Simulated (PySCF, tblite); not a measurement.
# CH₆N+: deprotonation

Wanted: deprotonation for CH₆N+ (`C[NH3+]`).

Programs: tblite 0.8.0 and PySCF 2.14.0, with routines of our own; each step states its level. All values are computed. Atoms count from 0.

## 1. The system as given

8 atoms, charge 1, multiplicity 1; geometry from: start built from the parent or by distance geometry.

## 2. Geometry optimisation with GFN2-xTB

The job: settings as JSON, then the geometry in Å.

```
{"job": {"kind": "relax", "xc": "GFN2-xTB", "basis": "xTB"}, "charge": 1, "multiplicity": 1}
C     -0.706100     0.099300    -0.014300
N      0.721400    -0.054700    -0.016700
H     -1.134400    -0.555100    -0.796500
H     -0.890200     1.191900    -0.208100
H     -1.174900    -0.255800     0.963600
H      0.848200    -1.050600     0.349100
H      1.197800     0.631400     0.615300
H      1.156300     0.012600    -0.941600
```

Run with:

```bash
OMP_NUM_THREADS=1 python redox_run.py task.json out
```

The driver reads the jobs from task.json and runs them one after another.

What it wrote:

```text
step      E/eV     max force
  0    -208.35332    2.670
  1    -208.49937    0.797
  2    -208.52973    0.644
  3    -208.57359    0.492
  4    -208.58793    0.408
  5    -208.59740    0.250
  6    -208.60047    0.217
  7    -208.60192    0.102
  8    -208.60251    0.080
  9    -208.60313    0.087
 10    -208.60359    0.092
 11    -208.60399    0.057
 12    -208.60440    0.070
 13    -208.60494    0.071
 14    -208.60547    0.091
 15    -208.60585    0.058
 16    -208.60613    0.052
 17    -208.60650    0.063
 18    -208.60707    0.107
 19    -208.60779    0.121
 20    -208.60849    0.081
 21    -208.60910    0.061
 22    -208.60968    0.068
 23    -208.61024    0.090
 24    -208.61058    0.060
 25    -208.61069    0.021
 26    -208.61072    0.018
 27    -208.61074    0.015
 28    -208.61076    0.010
```

Run time: 0.03 s. Hardware: 1 thread of AMD EPYC 9R45, shared host.

Along the way:

```
step  energy from step 0 (eV)  largest force (eV/Å)
   0                   0.0000                2.6697
   1                  -0.1461                0.7970
   2                  -0.1764                0.6441
   3                  -0.2203                0.4921
   4                  -0.2346                0.4081
   5                  -0.2441                0.2499
   6                  -0.2472                0.2172
   7                  -0.2486                0.1021
   8                  -0.2492                0.0801
   9                  -0.2498                0.0871
  10                  -0.2503                0.0924
  11                  -0.2507                0.0565
  12                  -0.2511                0.0700
  13                  -0.2516                0.0706
  14                  -0.2522                0.0909
  15                  -0.2525                0.0576
  16                  -0.2528                0.0516
  17                  -0.2532                0.0629
  18                  -0.2537                0.1066
  19                  -0.2545                0.1211
  20                  -0.2552                0.0811
  21                  -0.2558                0.0614
  22                  -0.2564                0.0682
  23                  -0.2569                0.0904
  24                  -0.2573                0.0599
  25                  -0.2574                0.0206
  26                  -0.2574                0.0179
  27                  -0.2574                0.0147
  28                  -0.2574                0.0095
```

Distances of close pairs at the start and the end, largest changes first:

```
 bond  before (Å)  after (Å)  change (Å)
C0–H4       1.141      1.088      -0.053
C0–N1       1.436      1.485      +0.049
N1–H5       1.069      1.029      -0.039
C0–H3       1.125      1.088      -0.037
C0–H2       1.106      1.088      -0.018
N1–H6       1.047      1.029      -0.018
N1–H7       1.024      1.029      +0.005
```

The next job starts from the end point, and lists it.

## 3. Harmonic vibrations with GFN2-xTB

The job: settings as JSON, then the geometry in Å.

```
{"job": {"kind": "ir", "xc": "GFN2-xTB", "basis": "xTB"}, "charge": 1, "multiplicity": 1}
C     -0.728082     0.103530    -0.021228
N      0.742248    -0.099944     0.009203
H     -1.181699    -0.562687    -0.751731
H     -0.957376     1.131677    -0.292707
H     -1.153417    -0.105441     0.957791
H      0.966410    -1.070434     0.268060
H      1.178683     0.529346     0.696684
H      1.151348     0.092778    -0.915202
```

What it wrote:

```text
mode    cm-1     km/mol
  1     300.5      0.00
  2     877.6     58.50
  3     877.9     58.54
  4    1018.5      5.63
  5    1184.8      9.89
  6    1185.0      9.84
  7    1366.0    197.43
  8    1424.9     12.48
  9    1430.8    105.47
 10    1431.2    105.77
 11    1444.9     14.95
 12    1445.1     15.03
 13    3070.3      0.25
 14    3072.8      1.42
 15    3073.7      1.40
 16    3232.7    107.78
 17    3233.1    107.79
 18    3245.6     32.01
ZPE 196.878  H(298)-E 208.494  G(298)-E 138.749 kJ/mol  S 233.92 J/(mol K)
```

Run time: 0.06 s. Hardware: 1 thread of AMD EPYC 9R45, shared host.

Which atoms move in the most intense modes:

```
cm⁻¹  km/mol                               atoms
 878    58.5           H5 37 %, H3 19 %, H7 17 %
 878    58.5  H6 33 %, H7 24 %, H2 17 %, H4 13 %
1366   197.4  H6 21 %, H7 21 %, H5 21 %, N1 14 %
1431   105.5                    H6 44 %, H7 37 %
1431   105.8           H5 51 %, H7 23 %, H6 17 %
3233   107.8                    H5 47 %, H6 45 %
3233   107.8           H7 59 %, H6 18 %, H5 14 %
3246    32.0           H7 34 %, H5 33 %, H6 31 %
```

## 4. Optimising the geometry at PBE0-D3(BJ)/ma-def2-SVP

Settings changed since step 3:

```diff
@@ -1,2 +1,2 @@
-{"job": {"kind": "ir", "xc": "GFN2-xTB", "basis": "xTB"}, "charge": 1, "multiplicity": 1}
+{"job": {"xc": "PBE0", "basis": "ma-def2-SVP", "d3": "d3bj", "grid": 1, "kind": "geom"}, "charge": 1, "multiplicity": 1}
 C     -0.728082     0.103530    -0.021228
```

What it wrote:

```text
step   0  E = -96.03222798  max force = 0.006754
step   1  E = -96.03287004  max force = 0.002724
step   2  E = -96.03287551  max force = 0.000141
optimisation converged
```

Wall time 1.3 s (1 thread of AMD EPYC 9R45, shared host).

The steps of the relaxation:

```
step  energy from step 0 (eV)  largest force component (eV/Å)
   0                   0.0000                          0.3473
   1                  -0.0175                          0.1401
   2                  -0.0176                          0.0073
```

Distances of close pairs at the start and the end, largest changes first:

```
 bond  before (Å)  after (Å)  change (Å)
C0–H4       1.088      1.096      +0.009
C0–H2       1.088      1.096      +0.009
C0–H3       1.088      1.096      +0.009
C0–N1       1.485      1.493      +0.008
N1–H6       1.029      1.029      -0.001
N1–H5       1.029      1.029      -0.001
N1–H7       1.029      1.029      -0.001
```

The final coordinates are the input of the step that follows.

```
                         at the end point                   value
  point group (found at 0.08 Å tolerance)                     C3v
rotational constants (GHz, main isotopes)  84.059, 20.276, 20.275
```

## 5. Harmonic vibrations (CH6N+): PBE0-D3(BJ)/ma-def2-SVP

The job: settings as JSON, then the geometry in Å.

```
{"job": {"xc": "PBE0", "basis": "ma-def2-SVP", "d3": "d3bj", "grid": 2, "kind": "hessian"}, "charge": 1, "multiplicity": 1}
C     -0.747514     0.107362    -0.025153
N      0.730410    -0.098877     0.012228
H     -1.180673    -0.577465    -0.763836
H     -0.951580     1.146880    -0.307980
H     -1.157761    -0.101278     0.970037
H      0.977242    -1.056798     0.293933
H      1.189897     0.536808     0.677537
H      1.164016     0.064203    -0.906092
```

What it wrote:

```text
coarse grid: 5872 points
cycle   1  E = -96.0121452382  dE =  2.668e-01  |g| = 2.055e-01  |ddm| = 2.353e+00
cycle   2  E = -96.0179553659  dE = -5.810e-03  |g| = 1.944e-01  |ddm| = 4.298e-01
cycle   3  E = -96.0259375119  dE = -7.982e-03  |g| = 3.622e-02  |ddm| = 1.489e-01
cycle   4  E = -96.0261909806  dE = -2.535e-04  |g| = 4.069e-03  |ddm| = 2.736e-02
cycle   5  E = -96.0261944371  dE = -3.456e-06  |g| = 1.705e-03  |ddm| = 5.633e-03
final grid: 54432 points
cycle   6  E = -96.0328672096  dE = -1.625e-05  |g| = 4.569e-03  |ddm| = 1.240e-02
cycle   7  E = -96.0328660050  dE =  1.205e-06  |g| = 5.229e-03  |ddm| = 6.819e-03
cycle   8  E = -96.0328719735  dE = -5.968e-06  |g| = 3.077e-04  |ddm| = 3.557e-03
cycle   9  E = -96.0328719925  dE = -1.897e-08  |g| = 1.082e-04  |ddm| = 3.112e-04
cycle  10  E = -96.0328719951  dE = -2.591e-09  |g| = 1.461e-05  |ddm| = 8.620e-05
cycle  11  E = -96.0328719951  dE = -4.914e-11  |g| = 5.486e-07  |ddm| = 1.301e-05
converged SCF energy = -96.0328719951

mode    cm-1
  1     318.3
  2     913.5
  3     913.5
  4     988.9
  5    1269.0
  6    1269.0
  7    1446.5
  8    1476.7
  9    1476.8
 10    1524.5
 11    1637.3
 12    1637.4
 13    3104.7
 14    3233.5
 15    3233.6
 16    3430.6
 17    3521.4
 18    3521.6
ZPE 208.847  H(298)-E 220.315  G(298)-E 150.768 kJ/mol  S 233.26 J/(mol K)
```

Wall time 11 s (1 thread of AMD EPYC 9R45, shared host); peak memory 0.92 GiB.

Zero-point energy 208.85 kJ/mol (xTB gave 196.88).

## 6. Single point (CH6N+): wB97X-D3(BJ)/ma-def2-TZVP

Geometry: PBE0-D3(BJ)/ma-def2-SVP.

Settings changed since step 5:

```diff
@@ -1,2 +1,2 @@
-{"job": {"xc": "PBE0", "basis": "ma-def2-SVP", "d3": "d3bj", "grid": 2, "kind": "hessian"}, "charge": 1, "multiplicity": 1}
+{"job": {"kind": "sp", "xc": "wB97X", "basis": "ma-def2-TZVP", "d3": "d3bj", "grid": 2}, "charge": 1, "multiplicity": 1}
 C     -0.747514     0.107362    -0.025153
```

What it wrote:

```text
coarse grid: 5872 points
cycle   1  E = -96.2763400752  dE =  3.577e-01  |g| = 3.150e-01  |ddm| = 1.591e+00
cycle   2  E = -96.2975369434  dE = -2.120e-02  |g| = 2.409e-01  |ddm| = 3.222e-01
cycle   3  E = -96.3080885742  dE = -1.055e-02  |g| = 3.061e-02  |ddm| = 1.098e-01
cycle   4  E = -96.3082958414  dE = -2.073e-04  |g| = 7.036e-03  |ddm| = 3.122e-02
cycle   5  E = -96.3083074982  dE = -1.166e-05  |g| = 2.602e-03  |ddm| = 6.467e-03
cycle   6  E = -96.3083090394  dE = -1.541e-06  |g| = 2.532e-04  |ddm| = 2.426e-03
final grid: 54432 points
cycle   7  E = -96.2982543594  dE = -2.794e-05  |g| = 2.412e-03  |ddm| = 1.475e-02
cycle   8  E = -96.2982551538  dE = -7.944e-07  |g| = 1.596e-03  |ddm| = 1.964e-03
cycle   9  E = -96.2982556447  dE = -4.909e-07  |g| = 2.083e-04  |ddm| = 7.822e-04
cycle  10  E = -96.2982556548  dE = -1.013e-08  |g| = 9.108e-05  |ddm| = 1.599e-04
cycle  11  E = -96.2982556566  dE = -1.754e-09  |g| = 1.573e-05  |ddm| = 4.819e-05
converged SCF energy = -96.2982556566
```

Run time: 0.75 s. Hardware: 1 thread of AMD EPYC 9R45, shared host.

## 7. Optimising the geometry with GFN2-xTB

This step treats CH₅N, `CN`.

The job: settings as JSON, then the geometry in Å.

```
{"job": {"kind": "relax", "xc": "GFN2-xTB", "basis": "xTB"}, "charge": 0, "multiplicity": 1}
C     -0.731300     0.101200    -0.030400
N      0.719700    -0.090200    -0.010800
H     -1.163200    -0.585100    -0.760600
H     -0.954100     1.161500    -0.328600
H     -1.161000    -0.105100     0.981400
H      1.178900     0.535100     0.668800
H      1.164400     0.070000    -0.917100
```

What it wrote:

```text
step      E/eV     max force
  0    -206.38532    0.973
  1    -206.42300    0.649
  2    -206.44778    0.388
  3    -206.45430    0.215
  4    -206.45599    0.104
  5    -206.45666    0.085
  6    -206.45712    0.066
  7    -206.45740    0.068
  8    -206.45760    0.045
  9    -206.45768    0.023
 10    -206.45770    0.016
 11    -206.45771    0.015
 12    -206.45773    0.014
 13    -206.45774    0.013
 14    -206.45774    0.006
```

It took 0.01 s on 1 thread of AMD EPYC 9R45, shared host.

The steps of the relaxation:

```
step  energy from step 0 (eV)  largest force (eV/Å)
   0                   0.0000                0.9734
   1                  -0.0377                0.6487
   2                  -0.0625                0.3885
   3                  -0.0690                0.2152
   4                  -0.0707                0.1035
   5                  -0.0713                0.0853
   6                  -0.0718                0.0658
   7                  -0.0721                0.0683
   8                  -0.0723                0.0446
   9                  -0.0724                0.0234
  10                  -0.0724                0.0164
  11                  -0.0724                0.0151
  12                  -0.0724                0.0141
  13                  -0.0724                0.0129
  14                  -0.0724                0.0060
```

Distances of close pairs at the start and the end, largest changes first:

```
 bond  before (Å)  after (Å)  change (Å)
C0–H4       1.118      1.090      -0.029
C0–H3       1.124      1.100      -0.024
N1–H5       1.031      1.015      -0.017
C0–N1       1.464      1.452      -0.011
N1–H6       1.022      1.015      -0.007
C0–H2       1.091      1.089      -0.002
```

The final coordinates are the input of the step that follows.

## 8. Vibrational analysis with GFN2-xTB

The job: settings as JSON, then the geometry in Å.

```
{"job": {"kind": "ir", "xc": "GFN2-xTB", "basis": "xTB"}, "charge": 0, "multiplicity": 1}
C     -0.707151     0.122120    -0.037185
N      0.726074    -0.109570     0.005850
H     -1.148877    -0.569818    -0.753173
H     -0.994287     1.144914    -0.321714
H     -1.122976    -0.090097     0.947277
H      1.163435     0.524204     0.666721
H      1.137244     0.065689    -0.905190
```

What it wrote:

```text
mode    cm-1     km/mol
  1     348.2     40.83
  2     916.3    148.76
  3     950.0      4.01
  4    1105.0     13.56
  5    1162.1     38.20
  6    1294.4      0.92
  7    1418.6      2.64
  8    1496.6      6.85
  9    1499.8      0.57
 10    1573.0     26.37
 11    2866.9    107.37
 12    3013.0     36.60
 13    3016.5     33.23
 14    3384.1     10.98
 15    3414.8     12.55
ZPE 164.243  H(298)-E 175.563  G(298)-E 104.194 kJ/mol  S 239.37 J/(mol K)
```

It took 0.04 s on 1 thread of AMD EPYC 9R45, shared host.

The strongest bands and the atoms that carry them (share of the mass-weighted mode):

```
cm⁻¹  km/mol                               atoms
 348    40.8  H6 31 %, H5 31 %, H2 12 %, H4 12 %
 916   148.8  H5 30 %, H6 30 %, N1 14 %, H3 12 %
1105    13.6                    C0 45 %, N1 37 %
1162    38.2  H3 26 %, C0 17 %, H4 14 %, N1 14 %
1573    26.4                    H6 45 %, H5 45 %
2867   107.4                             H3 93 %
3013    36.6                             H4 83 %
3016    33.2                    H2 84 %, H4 10 %
```

## 9. Optimising the geometry at PBE0-D3(BJ)/ma-def2-SVP

This step treats CH₅N, `CN`.

Settings changed since step 8:

```diff
@@ -1,2 +1,2 @@
-{"job": {"kind": "ir", "xc": "GFN2-xTB", "basis": "xTB"}, "charge": 0, "multiplicity": 1}
+{"job": {"xc": "PBE0", "basis": "ma-def2-SVP", "d3": "d3bj", "grid": 1, "kind": "geom"}, "charge": 0, "multiplicity": 1}
 C     -0.707151     0.122120    -0.037185
```

What it wrote:

```text
step   0  E = -95.67696321  max force = 0.012053
step   1  E = -95.67746747  max force = 0.002085
step   2  E = -95.67748028  max force = 0.000249
optimisation converged
```

It took 0.99 s on 1 thread of AMD EPYC 9R45, shared host.

Relaxation path:

```
step  energy from step 0 (eV)  largest force component (eV/Å)
   0                   0.0000                          0.6198
   1                  -0.0137                          0.1072
   2                  -0.0141                          0.0128
```

Close pairs (by a distance rule), those that changed most:

```
 bond  before (Å)  after (Å)  change (Å)
C0–H2       1.089      1.101      +0.012
C0–H4       1.090      1.101      +0.012
C0–H3       1.100      1.109      +0.009
C0–N1       1.452      1.447      -0.005
N1–H5       1.015      1.016      +0.001
N1–H6       1.015      1.016      +0.001
```

The next job starts from the end point, and lists it.

```
                         at the end point                  value
  point group (found at 0.08 Å tolerance)                     Cs
rotational constants (GHz, main isotopes)  103.4, 23.010, 22.046
                        dipole moment (D)                   1.39
```

## 10. Harmonic vibrations (CH₅N): PBE0-D3(BJ)/ma-def2-SVP

The job: settings as JSON, then the geometry in Å.

```
{"job": {"xc": "PBE0", "basis": "ma-def2-SVP", "d3": "d3bj", "grid": 2, "kind": "hessian"}, "charge": 0, "multiplicity": 1}
C     -0.701078     0.122987    -0.038755
N      0.729620    -0.092851     0.001049
H     -1.163148    -0.578747    -0.750668
H     -1.023546     1.145355    -0.323557
H     -1.137854    -0.097636     0.947845
H      1.186179     0.519092     0.671697
H      1.162253     0.070617    -0.903842
```

What it wrote:

```text
coarse grid: 5248 points
cycle   1  E = -95.6463268118  dE = -3.190e-02  |g| = 3.024e-01  |ddm| = 2.325e+00
cycle   2  E = -95.6346181316  dE =  1.171e-02  |g| = 3.872e-01  |ddm| = 9.281e-01
cycle   3  E = -95.6690802223  dE = -3.446e-02  |g| = 3.011e-02  |ddm| = 4.712e-01
cycle   4  E = -95.6692526070  dE = -1.724e-04  |g| = 1.045e-02  |ddm| = 4.534e-02
cycle   5  E = -95.6692760964  dE = -2.349e-05  |g| = 2.911e-03  |ddm| = 1.081e-02
cycle   6  E = -95.6692781220  dE = -2.026e-06  |g| = 2.051e-04  |ddm| = 2.965e-03
final grid: 49064 points
cycle   7  E = -95.6774709229  dE = -9.903e-06  |g| = 5.807e-03  |ddm| = 1.773e-02
cycle   8  E = -95.6774665527  dE =  4.370e-06  |g| = 7.298e-03  |ddm| = 1.165e-02
cycle   9  E = -95.6774792191  dE = -1.267e-05  |g| = 4.789e-04  |ddm| = 6.443e-03
cycle  10  E = -95.6774792686  dE = -4.949e-08  |g| = 1.107e-04  |ddm| = 5.647e-04
cycle  11  E = -95.6774792713  dE = -2.700e-09  |g| = 1.336e-05  |ddm| = 1.101e-04
cycle  12  E = -95.6774792714  dE = -5.326e-11  |g| = 1.407e-06  |ddm| = 2.315e-05
converged SCF energy = -95.6774792714

mode    cm-1
  1     318.8
  2     796.4
  3     970.1
  4    1116.3
  5    1161.4
  6    1326.9
  7    1442.7
  8    1475.5
  9    1493.0
 10    1646.3
 11    2990.8
 12    3097.3
 13    3144.8
 14    3572.5
 15    3660.9
ZPE 168.755  H(298)-E 180.221  G(298)-E 108.584 kJ/mol  S 240.27 J/(mol K)
```

Run time: 8.4 s. Hardware: 1 thread of AMD EPYC 9R45, shared host; peak memory 0.89 GiB.

Zero-point energy 168.75 kJ/mol (xTB gave 164.24).

## 11. Single point (CH5N): wB97X-D3(BJ)/ma-def2-TZVP

Geometry: PBE0-D3(BJ)/ma-def2-SVP.

Settings changed since step 10:

```diff
@@ -1,2 +1,2 @@
-{"job": {"xc": "PBE0", "basis": "ma-def2-SVP", "d3": "d3bj", "grid": 2, "kind": "hessian"}, "charge": 0, "multiplicity": 1}
+{"job": {"kind": "sp", "xc": "wB97X", "basis": "ma-def2-TZVP", "d3": "d3bj", "grid": 2}, "charge": 0, "multiplicity": 1}
 C     -0.701078     0.122987    -0.038755
```

What it wrote:

```text
coarse grid: 5248 points
cycle   1  E = -95.9316300085  dE = -3.709e-03  |g| = 2.662e-01  |ddm| = 1.576e+00
cycle   2  E = -95.9406176286  dE = -8.988e-03  |g| = 2.099e-01  |ddm| = 4.196e-01
cycle   3  E = -95.9487305444  dE = -8.113e-03  |g| = 2.797e-02  |ddm| = 1.421e-01
cycle   4  E = -95.9489193671  dE = -1.888e-04  |g| = 5.869e-03  |ddm| = 2.383e-02
cycle   5  E = -95.9489338196  dE = -1.445e-05  |g| = 1.171e-03  |ddm| = 9.109e-03
cycle   6  E = -95.9489348568  dE = -1.037e-06  |g| = 4.387e-04  |ddm| = 2.991e-03
final grid: 49064 points
cycle   7  E = -95.9403990435  dE = -2.140e-05  |g| = 2.273e-03  |ddm| = 1.639e-02
cycle   8  E = -95.9403997841  dE = -7.406e-07  |g| = 1.612e-03  |ddm| = 2.575e-03
cycle   9  E = -95.9404003347  dE = -5.506e-07  |g| = 1.976e-04  |ddm| = 9.222e-04
cycle  10  E = -95.9404003505  dE = -1.582e-08  |g| = 1.134e-04  |ddm| = 3.035e-04
cycle  11  E = -95.9404003540  dE = -3.517e-09  |g| = 2.469e-05  |ddm| = 9.414e-05
converged SCF energy = -95.9404003540
```

It took 0.63 s on 1 thread of AMD EPYC 9R45, shared host.

## 12. Deprotonation: wB97X-D3(BJ)/ma-def2-TZVP

This step combines the energies above: geometries from PBE0-D3(BJ)/ma-def2-SVP, zero-point and thermal terms from PBE0-D3(BJ)/ma-def2-SVP.

The job: settings as JSON, then the geometry in Å.

```
{"job": {"kind": "ac", "geom": {"xc": "PBE0", "basis": "ma-def2-SVP", "d3": "d3bj", "grid": 1}, "hess": 1, "level": {"xc": "wB97X", "basis": "ma-def2-TZVP", "d3": "d3bj"}}, "charge": 1, "multiplicity": 1}
C     -0.747514     0.107362    -0.025153
N      0.730410    -0.098877     0.012228
H     -1.180673    -0.577465    -0.763836
H     -0.951580     1.146880    -0.307980
H     -1.157761    -0.101278     0.970037
H      0.977242    -1.056798     0.293933
H      1.189897     0.536808     0.677537
H      1.164016     0.064203    -0.906092
```

Output (the driver's rows laid out field by field):

```text
deprotonation site by site, wB97X-D3(BJ)/ma-def2-TZVP // PBE0-D3(BJ)/ma-def2-SVP

row 1
  formula                 CH5N
  charge                  0
  multiplicity            1
  smiles                  CN
  kept                    yes
  pieces                  1
  point_group             Cs
  atom                    1
  element                 N
  electronic              939.55
  enthalpy                905.65
  free_energy             871.08
  share_gas               1.0
```

Run time: 24 s. Hardware: 1 thread of AMD EPYC 9R45, shared host.

Energy needed to remove a proton (kJ/mol, gas phase, 298 K for the thermal columns):

```
site  product  electronic  enthalpy  free energy
  N1       CN       939.5     905.6        871.1
```

## 13. Single point (CH₆N+): wavefunction

Geometry: PBE0-D3(BJ)/ma-def2-SVP.

The job: settings as JSON, then the geometry in Å.

```
{"job": {"kind": "sp", "xc": "CCSD(T)", "basis": "ma-def2-TZVP", "grid": 2}, "charge": 1, "multiplicity": 1}
C     -0.747514     0.107362    -0.025153
N      0.730410    -0.098877     0.012228
H     -1.180673    -0.577465    -0.763836
H     -0.951580     1.146880    -0.307980
H     -1.157761    -0.101278     0.970037
H      0.977242    -1.056798     0.293933
H      1.189897     0.536808     0.677537
H      1.164016     0.064203    -0.906092
```

Method: wavefunction single point, frozen core, gas phase.

What it wrote:

```text
final grid: 54432 points
cycle   1  E = -95.5530451414  dE =  4.267e-01  |g| = 4.432e-01  |ddm| = 1.551e+00
cycle   2  E = -95.6061806622  dE = -5.314e-02  |g| = 2.266e-01  |ddm| = 3.763e-01
cycle   3  E = -95.6157386521  dE = -9.558e-03  |g| = 3.626e-02  |ddm| = 1.113e-01
cycle   4  E = -95.6161974547  dE = -4.588e-04  |g| = 7.057e-03  |ddm| = 3.942e-02
cycle   5  E = -95.6162153182  dE = -1.786e-05  |g| = 2.403e-03  |ddm| = 6.161e-03
cycle   6  E = -95.6162173980  dE = -2.080e-06  |g| = 5.410e-04  |ddm| = 2.226e-03
cycle   7  E = -95.6162175541  dE = -1.561e-07  |g| = 1.129e-04  |ddm| = 7.523e-04
cycle   8  E = -95.6162175619  dE = -7.761e-09  |g| = 1.556e-05  |ddm| = 1.790e-04
converged SCF energy = -95.6162175619
E(HF, exact integrals) = -95.6162147989
E(MP2) = -95.9978608305
E(CCSD) = -96.0276718786
E(CCSD(T)) = -96.0403132185
T1 diagnostic = 0.0070
```

It took 9 s on 1 thread of AMD EPYC 9R45, shared host; peak memory 0.87 GiB.

[end of part 1 of 2]
